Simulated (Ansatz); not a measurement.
Input file:

```yaml
crystal:
  periodic: [false, false, false]
  atoms:
    - {symbol: Si, position_ang: [0.000000, 0.000000, 0.000000]}
    - {symbol: C, position_ang: [0.000000, 0.000000, 3.610000]}
basis:
  gaussian: {orbitals: cc-pVDZ}
magnetization: {spin_polarized: false}
correlation: {method: ccsdtq, electrons: outside_noble_gas}
```

```sh
$ ansatz run in.yaml --threads 1 --pin off --events-out ev --progress --plain --max-ram 2393MiB
```

Roughly how long does this take on 1 thread of Arm Neoverse V2, shared host, and how much host memory?

1.9 min wall and 0.34 GiB.

```
556 factors; integrals over basis functions are off by at most 1.4e-7 eV
mean field evaluation 1: about -8874.7345 eV, gradient 2.7e1 eV
mean field evaluation 2: about -8874.7347 eV, gradient 2.7e1 eV
mean field evaluation 4: about -8877.9715 eV, gradient 1.5e1 eV
mean field evaluation 8: about -8881.0764 eV, gradient 4.5e0 eV
mean field evaluation 16: about -8874.7419 eV, gradient 2.6e1 eV
mean field evaluation 32: about -8881.5149 eV, gradient 5.7e-5 eV
mean field evaluation 64: about -8881.3263 eV, gradient 2.2e-4 eV
mean field evaluation 96: about -8881.2294 eV, gradient 2.2e-7 eV
mean field evaluation 128: about -8881.3263 eV, gradient 5.5e-4 eV
mean field evaluation 160: about -8881.5265 eV, gradient 4.0e-1 eV
...
cycle  63  -12.34164343 eV  change    3.2e-6 eV  update   2.5e-6
cycle  64  -12.34164388 eV  change   -4.5e-7 eV  update   2.1e-6
cycle  65  -12.34164462 eV  change   -7.4e-7 eV  update   1.6e-6
cycle  66  -12.34164711 eV  change   -2.5e-6 eV  update   1.4e-6
cycle  67  -12.34164812 eV  change   -1.0e-6 eV  update   8.6e-7
cycle  68  -12.34164878 eV  change   -6.6e-7 eV  update   8.1e-7
cycle  69  -12.34164874 eV  change    3.8e-8 eV  update   5.1e-7
cycle  70  -12.34164898 eV  change   -2.4e-7 eV  update   3.4e-7
cycle  71  -12.34164918 eV  change   -1.9e-7 eV  update   2.5e-7
cycle  72  -12.34164918 eV  change  -9.9e-10 eV  update   1.3e-7
WARN: the results are in doubt because among natural orbitals the method converges to other amplitudes
Total energy: -8889.45417238 eV, -326.6814153464 hartree
In doubt: among natural orbitals the method converges to other amplitudes
```
